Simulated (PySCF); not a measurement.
All values below come from ωB97X-D3(BJ)/def2-TZVP // PBE0-D3(BJ)/def2-TZVP in PySCF 2.14.0. All species are isolated molecules in the gas phase. 

Reference species (SMILES): `C=[SiH]` (neutral, multiplicity 2).

```yaml
dipole_moment: 0.79 D
```

Changed species: `[SH]` (radical fragment; the reference has radical fragment).

Give the shifts of the dipole moment.

the dipole moment increases by 0.12 D, to 0.91 D.
